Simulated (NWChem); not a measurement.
Everything below was run with NWChem. System: Al (+1), charge 1, spin multiplicity 1. Level: RHF/def2-TZVPD.

NWChem printed:

```
             Northwest Computational Chemistry Package (NWChem) 7.3.0
             --------------------------------------------------------

                                NWChem Input Module
                                -------------------

 Scaling coordinates for geometry "geometry" by  1.889725989
 (inverse scale =  0.529177249)

                             Geometry "geometry" -> ""
                             -------------------------

 Output coordinates in angstroms (scale by  1.889725989 to convert to a.u.)

  No.       Tag          Charge          X              Y              Z
 ---- ---------------- ---------- -------------- -------------- --------------
    1 Al                  13.0000     0.00000000     0.00000000     0.00000000

 Effective nuclear repulsion energy (a.u.)       0.0000000000

            Nuclear Dipole moment (a.u.)
            ----------------------------
        X                 Y               Z
 ---------------- ---------------- ----------------
     0.0000000000     0.0000000000     0.0000000000

      Symmetry information
      --------------------

 Group name             D2h
 Group number             26
 Group order               8
 No. of unique centers     1

      Symmetry unique atoms

     1


 Summary of "ao basis" -> "" (spherical)
 ------------------------------------------------------------------------------
       Tag                 Description            Shells   Functions and Types
 ---------------- ------------------------------  ------  ---------------------
 *                         def2-tzvpd                 on all atoms

 Summary of "ao basis" -> "ao basis" (spherical)
 ------------------------------------------------------------------------------
       Tag                 Description            Shells   Functions and Types
 ---------------- ------------------------------  ------  ---------------------
 Al                        def2-tzvpd               15       43   6s5p3d1f

                                 NWChem SCF Module
                                 -----------------

  ao basis        = "ao basis"
  functions       =    43
  atoms           =     1
  closed shells   =     6
  open shells     =     0
  charge          =   1.00
  wavefunction    = RHF
  use symmetry    = T
  symmetry adapt  = T

 Summary of "ao basis" -> "ao basis" (spherical)
 ------------------------------------------------------------------------------
       Tag                 Description            Shells   Functions and Types
[...]
     6 b2u         7 b3g         8 b3u

  Orbital symmetries:

     1 ag          2 ag          3 b3u         4 b2u         5 b1u
     6 ag          7 b1u         8 b2u         9 b3u        10 ag
    11 ag         12 ag         13 b3g        14 b2g        15 b1g
    16 b3u

             Final eigenvalues
             -----------------

              1
    1  -58.8110
    2   -5.2176
    3   -3.5229
    4   -3.5229
    5   -3.5229
    6   -0.6522
    7   -0.1945
    8   -0.1945
    9   -0.1945
   10   -0.0886
   11   -0.0380
   12   -0.0380
   13   -0.0380
   14   -0.0380
   15   -0.0380
   16    0.1116

                       ROHF Final Molecular Orbital Analysis
                       -------------------------------------

 Vector    4  Occ=2.000000D+00  E=-3.522921D+00  Symmetry=b2u
              MO Center=  8.8D-37,  7.8D-18,  5.7D-37, r^2= 1.3D-01
   Bfn.  Coefficient  Atom+Function         Bfn.  Coefficient  Atom+Function
  ----- ------------  ---------------      ----- ------------  ---------------
     8      0.547940  1 Al py                11      0.410941  1 Al py
    14      0.195940  1 Al py

 Vector    5  Occ=2.000000D+00  E=-3.522921D+00  Symmetry=b1u
              MO Center=  3.6D-38, -1.2D-36, -1.6D-17, r^2= 1.3D-01
   Bfn.  Coefficient  Atom+Function         Bfn.  Coefficient  Atom+Function
  ----- ------------  ---------------      ----- ------------  ---------------
     9      0.547940  1 Al pz                12      0.410941  1 Al pz
    15      0.195940  1 Al pz

 Vector    6  Occ=2.000000D+00  E=-6.522171D-01  Symmetry=ag
              MO Center=  9.3D-19, -2.2D-19,  9.0D-19, r^2= 1.9D+00
   Bfn.  Coefficient  Atom+Function         Bfn.  Coefficient  Atom+Function
  ----- ------------  ---------------      ----- ------------  ---------------
     4      0.842489  1 Al s                  3     -0.391725  1 Al s
     5      0.330806  1 Al s

 Vector    7  Occ=0.000000D+00  E=-1.945044D-01  Symmetry=b1u
              MO Center=  5.3D-35, -2.1D-35, -3.0D-18, r^2= 4.0D+00
   Bfn.  Coefficient  Atom+Function         Bfn.  Coefficient  Atom+Function
  ----- ------------  ---------------      ----- ------------  ---------------
    21      0.657630  1 Al pz                18      0.448769  1 Al pz

 Vector    8  Occ=0.000000D+00  E=-1.945044D-01  Symmetry=b2u
              MO Center=  2.2D-36,  1.6D-19,  1.4D-36, r^2= 4.0D+00
   Bfn.  Coefficient  Atom+Function         Bfn.  Coefficient  Atom+Function
  ----- ------------  ---------------      ----- ------------  ---------------
    20      0.657630  1 Al py                17      0.448769  1 Al py

 Vector    9  Occ=0.000000D+00  E=-1.945044D-01  Symmetry=b3u
              MO Center= -2.8D-18,  1.9D-37, -3.7D-39, r^2= 4.0D+00
   Bfn.  Coefficient  Atom+Function         Bfn.  Coefficient  Atom+Function
  ----- ------------  ---------------      ----- ------------  ---------------
    19      0.657630  1 Al px                16      0.448769  1 Al px

 center of mass
 --------------
 x =   0.00000000 y =   0.00000000 z =   0.00000000

 moments of inertia (a.u.)
 ------------------
           0.000000000000           0.000000000000           0.000000000000
           0.000000000000           0.000000000000           0.000000000000
           0.000000000000           0.000000000000           0.000000000000

  Mulliken analysis of the total density
  --------------------------------------

    Atom       Charge   Shell Charges
 -----------   ------   -------------------------------------------------------
    1 Al  13    12.00   2.00  0.67  1.30  1.48  0.59 -0.04  2.89  2.28  0.81  0.02 -0.00 -0.00  0.00 -0.00  0.00

       Multipole analysis of the density wrt the origin
       ------------------------------------------------

     L   x y z        total         open         nuclear
     -   - - -        -----         ----         -------
     0   0 0 0      1.000000      0.000000     13.000000

     1   1 0 0      0.000000      0.000000      0.000000
     1   0 1 0     -0.000000      0.000000      0.000000
     1   0 0 1      0.000000      0.000000      0.000000

     2   2 0 0     -5.764010      0.000000      0.000000
     2   1 1 0      0.000000      0.000000      0.000000
     2   1 0 1     -0.000000      0.000000      0.000000
     2   0 2 0     -5.764010      0.000000      0.000000
     2   0 1 1      0.000000      0.000000      0.000000
     2   0 0 2     -5.764010      0.000000      0.000000

 Task  times  cpu:        0.3s     wall:        0.3s

 Total times  cpu:        0.3s     wall:        0.3s
```

Task: Write an NWChem input that would produce this output.

Result: Several could match; the one computed here: 
```
start mol
memory heap 200 mb stack 900 mb global 1100 mb
charge 1
geometry units angstroms nocenter noautoz
  Al     0.000000     0.000000     0.000000
  symmetry group D2h
end
basis spherical
  * library def2-tzvpd
end
scf
  rhf
  nopen 0
  maxiter 100
  thresh 1e-7
  semidirect memsize 60000000 filesize 0
end
task scf energy
```
